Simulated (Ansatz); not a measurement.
# CCSD(T) against full CI for several species

Each species is computed at the geometry given (Å), with frozen cores, in Ansatz 0.2.0: RHF-CCSD(T) for singlets, UHF-CCSD(T) otherwise, and full CI in the same basis. The program picks the determinant by a search with trial CCSD, so it needn't be the lowest Hartree–Fock solution. States: BH4⁺ triplet B1u, AlO⁺ triplet Π, SiH4 singlet Ag, Al2B sextet A2, GaH4⁺ singlet A1. Cases whose determinant has another symmetry than full CI's state, or lies over 0.5 eV above the lowest of its kind, whose (Q) step broke down or whose higher cluster runs on it stay over 0.1 eV above full CI weren't drawn. No relativity is included.

**Question.** Judging by size, spin and bonding and the diagnostics given, rank them by the size of CCSD(T)'s error in total energy against full CI in the same basis, smallest first (an estimate).
A. BH₄⁺, triplet, aug-cc-pVDZ: B 0.000 0.000 0.000; H -0.016 0.861 0.850; H -0.021 -0.850 0.861; H 0.021 0.850 -0.861; H 0.016 -0.861 -0.850. T1 0.013, (T) -46 meV in a correlation energy of -2.73 eV
B. GaH$_{4}$⁺, singlet, aug-cc-pVDZ: Ga 0.000 0.000 -0.055; H 0.000 1.521 -0.198; H 0.000 0.383 2.107; H 0.000 -1.521 -0.198; H 0.000 -0.383 2.107. T1 0.008, (T) -27 meV in a correlation energy of -2.91 eV
C. Al$_{2}$B, sextet, 6-31G: Al 0.000 -0.244 1.476; B 0.000 1.219 0.000; Al 0.000 -0.244 -1.476. T1 0.031, (T) -129 meV in a correlation energy of -2.95 eV
D. AlO⁺, triplet, cc-pVDZ: Al 0.000 0.000 0.000; O 0.000 0.000 1.733. T1 0.028, (T) -131 meV in a correlation energy of -4.99 eV
E. SiH4, singlet, cc-pVDZ: Si 0.000 0.000 0.000; H -0.012 1.085 1.078; H -0.016 -1.078 1.085; H 0.016 1.078 -1.085; H 0.012 -1.085 -1.078. T1 0.009, (T) -62 meV in a correlation energy of -4.08 eV

**Answer.** B (9.8 meV), A (14.6 meV), E (19.7 meV), D (33.6 meV), C (51.6 meV).

```json
{"species": "GaH4⁺, singlet", "basis": "aug-cc-pVDZ", "correlated electrons": "6", "CCSD(T) − full CI (meV)": "9.8", "CCSDT(Q) − full CI (meV)": "0.3", "unpaired electrons (full CI)": "0.03", "T1": "0.008", "⟨S²⟩ of the determinant": "0.00"}
{"species": "BH4⁺, triplet", "basis": "aug-cc-pVDZ", "correlated electrons": "6", "CCSD(T) − full CI (meV)": "14.6", "CCSDT(Q) − full CI (meV)": "-0.1", "unpaired electrons (full CI)": "2.02", "T1": "0.013", "⟨S²⟩ of the determinant": "2.02"}
{"species": "SiH4, singlet", "basis": "cc-pVDZ", "correlated electrons": "8", "CCSD(T) − full CI (meV)": "19.7", "CCSDT(Q) − full CI (meV)": "0.3", "unpaired electrons (full CI)": "0.05", "T1": "0.009", "⟨S²⟩ of the determinant": "0.00"}
{"species": "AlO⁺, triplet", "basis": "cc-pVDZ", "correlated electrons": "8", "CCSD(T) − full CI (meV)": "33.6", "CCSDT(Q) − full CI (meV)": "-5.2", "unpaired electrons (full CI)": "2.04", "T1": "0.028", "⟨S²⟩ of the determinant": "2.02"}
{"species": "Al2B, sextet", "basis": "6-31G", "correlated electrons": "9", "CCSD(T) − full CI (meV)": "51.6", "CCSDT(Q) − full CI (meV)": "2.4", "unpaired electrons (full CI)": "5.09", "T1": "0.031", "⟨S²⟩ of the determinant": "8.79"}
```

Unpaired electrons are Σ n²(2−n)² over natural occupations; an open shell counts its own unpaired electrons too. Frozen cores follow each run's orbitals, which moves totals by a few meV.
